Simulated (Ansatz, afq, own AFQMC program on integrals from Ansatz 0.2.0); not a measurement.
## AlHO, singlet in def2-TZVP, levels against CCSDT(Q)

```xyz
3

Al   -0.5011   -0.4388   -0.2022
O     0.7110    0.6200    0.2898
H     1.3960    1.2226    0.5636
```

Connectivity, by distances: Al–OH.

Basis def2-TZVP. Noble-gas cores (and the filled d shells of Ga–Kr and In–Xe) are frozen. Ansatz 0.2.0 and our own AFQMC program on the same integrals; the CISD trial comes from CCSD amplitudes, and released means the phaseless constraint is let go. Error bars are statistical, one sigma.

Determinant: RHF, the one that the program's search chose, which needn't be the lowest solution. The geometry is a PBE0/def2-SVP stationary point of this or a neighbouring charge and spin state.

No full CI on the walks' own integrals is used here; CCSDT(Q) serves as the reference and is uncertain by about the last step of the cluster series.

```
T1 diagnostic                               : 0.0155
weight of the determinant in the CISD state : 0.883
size of the correlated space                : 10 electrons in 68 orbitals
```

Reference: CCSDT(Q), correlation energy -8.744 eV. The released energy is read at 2.40 1/Eh (meV from the phaseless value at times in 1/Eh: -6 ± 4 at 0.24, -11 ± 5 at 0.51, -3 ± 4 at 0.99, 0 ± 6 at 1.62, -2 ± 7 at 2.40).

| level | E − E(reference) (kJ/mol) | share of correlation (%) |
| --- | --- | --- |
| HF | 843.7 | 0.00 |
| MP2 | 62.0 | 92.65 |
| CCSD | 30.3 | 96.41 |
| CCSD(T) | 2.4 | 99.72 |
| CCSDT | 1.7 | 99.79 |
| ph-AFQMC/CISD | 1.0 ± 0.4 | 99.88 |
| released AFQMC | 0.8 ± 0.7 | 99.90 |

A walk keeps the symmetry of its determinant, which the program's search chose and which needn't be the lowest solution, so a lower state of the same spin and another symmetry isn't excluded. Released energies are given only where the last usable release times agree within the noise; a slower fall can still hide under it.
